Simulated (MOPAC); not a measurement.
Input file for MOPAC: PM7 on F2H2 (a complex).

```
PM7 1SCF PRECISE CHARGE=0 THREADS=1
F2H2

H      0.00000000 1     0.80267982 1     1.69529329 1
F      0.00000000 1    -0.04596666 1     1.34034818 1
H      0.00000000 1    -0.12040787 1    -0.49082840 1
F      0.00000000 1     0.00976945 1    -1.40424978 1
```

The log:

```
*******************************************************************************
 **                                                                           **
 **                              MOPAC v23.2.5                                **
 **                                                                           **
 *******************************************************************************
 ** MOPAC's Digital Object Identifier: https://doi.org/10.5281/zenodo.6511958 **
 **                                                                           **
 ** Please cite the open-source release paper for use of this MOPAC version:  **
 ** J. E. Moussa and J. J. P. Stewart (2026)                                  **
 ** MOPAC: An open-source semiempirical molecular orbital program             **
 ** J. Open Source Softw., 11(119), 8025, https://doi.org/10.21105/joss.08025 **
 *******************************************************************************

                              PM7 CALCULATION RESULTS

 *******************************************************************************
 *  PM7        - The PM7 Hamiltonian to be used
 *
 *
 *
 *                 CHARGE ON SYSTEM = 0
 *
 *
 *
 *  PRECISE    - TIGHTER CRITERIA TO BE USED
 *  1SCF       - DO 1 SCF AND THEN STOP
 *  THREADS=1  - MULTI-THREADING NOT USED
 *  T=         - A TIME OF 172800.0 SECONDS REQUESTED
 *  DUMP=N     - RESTART FILE WRITTEN EVERY 7200.0 SECONDS REQUESTED
 *******************************************************************************
PM7 1SCF PRECISE CHARGE=0 THREADS=1
 F2H2

   ATOM   CHEMICAL          X               Y               Z
  NUMBER   SYMBOL      (ANGSTROMS)     (ANGSTROMS)     (ANGSTROMS)

     1       H          0.00000000  *   0.80267982  *   1.69529329  *
     2       F          0.00000000  *  -0.04596666  *   1.34034818  *
     3       H          0.00000000  *  -0.12040787  *  -0.49082840  *
     4       F          0.00000000  *   0.00976945  *  -1.40424978  *



          CARTESIAN COORDINATES

    NO.       ATOM           X           Y           Z

     1         H          0.0000      0.8027      1.6953
     2         F          0.0000     -0.0460      1.3403
     3         H          0.0000     -0.1204     -0.4908
     4         F          0.0000      0.0098     -1.4042

 General Reference for PM7:
 "Optimization of Parameters for Semiempirical Methods VI: More Modifications to the
 NDDO Approximations and Re-optimization of Parameters", J. J. P. Stewart, J. Mol. Mod., 1:32, 19 (2013)
 https://link.springer.com/article/10.1007/s00894-012-1667-x

           Empirical Formula: H2 F2  =     4 atoms



      MOLECULAR POINT GROUP   :   Cs


      RHF CALCULATION, NO. OF DOUBLY OCCUPIED LEVELS = 8


 -------------------------------------------------------------------------------
 PM7 1SCF PRECISE CHARGE=0 THREADS=1
 F2H2



     1SCF WAS SPECIFIED, SO BFGS WAS NOT USED
     SCF FIELD WAS ACHIEVED


                              PM7 CALCULATION
                                                       MOPAC v23.2.5 Linux




          FINAL HEAT OF FORMATION =       -117.25106 KCAL/MOL =    -490.57844 KJ/MOL


          COSMO AREA              =         67.40 SQUARE ANGSTROMS
          COSMO VOLUME            =         44.94 CUBIC ANGSTROMS

          IONIZATION POTENTIAL    =         15.446827 EV
          HOMO LUMO ENERGIES (EV) =        -15.447  3.710
          NO. OF FILLED LEVELS    =          8
          MOLECULAR WEIGHT        =         40.0126         POINT GROUP:  Cs

          MOLECULAR DIMENSIONS (Angstroms)

            Atom       Atom       Distance
            F     4    H     1     3.19936
            F     2    H     1     0.73420
            H     1    F     2     0.00000


          SCF CALCULATIONS        =          1





   ATOM   CHEMICAL          X               Y               Z
  NUMBER   SYMBOL      (ANGSTROMS)     (ANGSTROMS)     (ANGSTROMS)

     1       H          0.00000000  *   0.80267982  *   1.69529329  *
     2       F          0.00000000  *  -0.04596666  *   1.34034818  *
     3       H          0.00000000  *  -0.12040787  *  -0.49082840  *
     4       F          0.00000000  *   0.00976945  *  -1.40424978  *

                             CARTESIAN COORDINATES

   1    H        0.000000000     0.802679820     1.695293290
   2    F        0.000000000    -0.045966660     1.340348180
   3    H        0.000000000    -0.120407870    -0.490828400
   4    F        0.000000000     0.009769450    -1.404249780


           Empirical Formula: H2 F2  =     4 atoms



      MOLECULAR POINT GROUP   :   Cs


                  EIGENVALUES
 -41.09302 -39.98953 -18.10001 -17.42894 -16.42958 -16.09175 -15.44930 -15.44683
   3.71037   5.01957


              NET ATOMIC CHARGES AND DIPOLE CONTRIBUTIONS

  ATOM NO.   TYPE          CHARGE      No. of ELECS.   s-Pop       p-Pop
    1          H           0.310118        0.6899     0.68988
    2          F          -0.304702        7.3047     1.95726     5.34744
    3          H           0.306198        0.6938     0.69380
    4          F          -0.311615        7.3116     1.95847     5.35314
 DIPOLE           X         Y         Z       TOTAL
 POINT-CHG.     0.000     1.071     1.944     2.219
 HYBRID         0.000     0.153     0.264     0.305
 SUM            0.000     1.224     2.207     2.524


          ATOMIC ORBITAL ELECTRON POPULATIONS

     Atom    s        px        py        pz
    1  H   0.68988
    2  F   1.95726   2.00000   1.44847   1.89898
    3  H   0.69380
    4  F   1.95847   2.00000   1.98701   1.36613

 **********************
 *                    *
 * JOB ENDED NORMALLY *
 *                    *
 **********************




 == MOPAC DONE ==
```

The run finished.

Cost: very roughly 0.03 core-seconds.
